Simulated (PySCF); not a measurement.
# TDDFT beside published excitation energies

Published values to compare with (the computed states carry no symmetry labels, so the two lists aren't matched line by line):

```
              state  E (eV)      f           kind of transition  source
         3B1u(π→π*)    4.36         band maximum or as reported     [1]
         3B1u(π→π*)    4.48                 vertical absorption     [2]
         3B1u(π→π*)    4.54                 vertical absorption     [3]
         3B3u(π→3s)    6.98         band maximum or as reported     [1]
         1B3u(π→3s)    7.11         band maximum or as reported     [1]
         3B3u(π→3s)    7.23                 vertical absorption     [3]
         1B3u(π→3s)    7.39  0.078          vertical absorption     [3]
         1B1u(π→π*)    7.60         band maximum or as reported     [1]
         3B1g(π→3p)    7.79         band maximum or as reported     [1]
         1B1g(π→3p)    7.80         band maximum or as reported     [1]
         1B1u(π→π*)    7.93  0.346          vertical absorption     [3]
         3B1g(π→3p)    7.98                 vertical absorption     [3]
         1B1g(π→3p)    8.08                 vertical absorption     [3]
         1B1u(π→π*)    8.37                 vertical absorption     [2]
1Ag(genuine double)   12.90                 vertical absorption     [4]
        1Ag(double)   12.92                 vertical absorption     [3]
```

[1] measured, gas; Loos, Scemama, Blondel, Garniron, Caffarel, Jacquemin (2018), arXiv:1807.02045, literature column
[2] computed, CC3/TZVP, gas; arXiv:2401.06101 (2024), CC3 reference column of Thiel's set
[3] computed, theoretical best estimate (aug-cc-pVTZ, frozen core, CC3 geometry), gas; Veril, Scemama, Caffarel, Lipparini, Boggio-Pasqua, Jacquemin, Loos, WIREs Comput. Mol. Sci. 2021, 11, e1517 (QUESTDB)
[4] computed, theoretical best estimate (aug-cc-pVTZ), gas; Kossoski, Boggio-Pasqua, Loos, Jacquemin, double excitations: improvement and extension (2024), arXiv:2403.19597

Species: C₂H₄.
InChI=1S/C2H4/c1-2/h1-2H2

Level of theory: TDDFT CAM-B3LYP/aug-cc-pVTZ, vertical, gas phase, core orbitals frozen in the response in PySCF 2.14.0, density-fitted response routines. Isolated species at its PBE0-D3(BJ)/def2-TZVP geometry, gas phase.

Computed singlets: 6.98 eV (f 0.070); 7.55 eV (f 0.342); 7.58 eV (f 0.000); 7.65 eV (f 0.000); 8.10 eV (f 0.000); 8.46 eV (f 0.000); 8.70 eV (f 0.000); 8.84 eV (f 0.005); 9.14 eV (f 0.000); 9.64 eV (f 0.000). Computed triplets (Tamm–Dancoff): 4.46, 6.89, 7.49, 7.58 eV.

**Question.** How does the lowest computed singlet compare with the best estimate listed for the lowest singlet (vertical absorption)?

**Answer.** 6.98 eV against 7.39 eV for 1B3u(π→3s) [3]: a difference of -0.41 eV. Geometry and basis of the two calculations needn't be the same.

**Question.** How does the lowest computed triplet compare with the best estimate listed for the lowest triplet (vertical absorption)?

**Answer.** 4.46 eV against 4.54 eV for 3B1u(π→π*) [3]: a difference of -0.08 eV. Geometry and basis of the two calculations needn't be the same.

Note on [4]: supersedes the 2021 QUESTDB value where one exists.

A measured band maximum holds vibronic effects and, in solution, solvent shifts, so it needn't equal the vertical energy.

States of double-excitation character are out of reach of adiabatic linear-response TDDFT and have no counterpart, or a poor one, in the computed list.
